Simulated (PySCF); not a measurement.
# Spin–orbit doublets of 2p levels

Species: PS4 (charge -3).
Geometry (GFN2-xTB, Å), atoms numbered from 1 in this order:
```
atom  x, y, z in Å
S1     0.059   -0.315    2.025
P2     0.002    0.001   -0.003
S3    -0.195    2.010   -0.378
S4     1.740   -0.688   -0.853
S5    -1.598   -1.006   -0.807
```

Computed, not measured: delta-SCF UKS SCAN, pcX-2 on the ionised atom, pcseg-1 elsewhere, spin-free X2C (PySCF). Each binding energy is the total energy of the core-ionised species, with the hole localised on one atom, minus that of the ground state; both are solved self-consistently, so orbital relaxation is included. Spin–orbit and ligand-field terms were added within each 2p shell after the spin-free SCF. The splitting includes the ligand field, and 2p3/2 is the mean of two sublevels.

Problem. Give the 2p3/2 and 2p1/2 binding energies and the splitting.

Solution. 
```json
{"atom": "P2", "environment": "phosphorus bonded to 4 S", "2p3/2 (eV)": "124.59", "2p1/2 (eV)": "125.47", "splitting (eV)": "0.88", "mean of the shell (eV)": "124.88"}
```

Problem. What are the 1s binding energies of the same atoms?

Solution. P2 2138.66 eV.

Problem. Which Kα1 and Kα2 emission energies and wavelengths follow?

Solution. The photon carries the difference of the 1s-hole and 2p-hole states, both at the ground state's geometry; λ = 12398.42 eV Å/E.

```json
{"atom": "P2", "Kα1 (eV)": "2014.07", "Kα2 (eV)": "2013.19", "λ(Kα1) (Å)": "6.1559", "λ(Kα2) (Å)": "6.1586"}
```

Problem. And the 1s levels of the other atoms?

Solution. S1/S3/S4/S5 (sulfur bonded to P) 2461.54 eV.

The first atom of each set that the bonding makes equivalent was ionised and stands for the set. Not every level is listed. The species carries charge -3, so core ionisation leaves charge -2. The basis sets have no added diffuse functions. Whether so highly charged an anion holds all its electrons in the gas phase wasn't checked; a finite basis holds them in any case. No counter-ion or solvent screens the charge of this multiply charged ion.
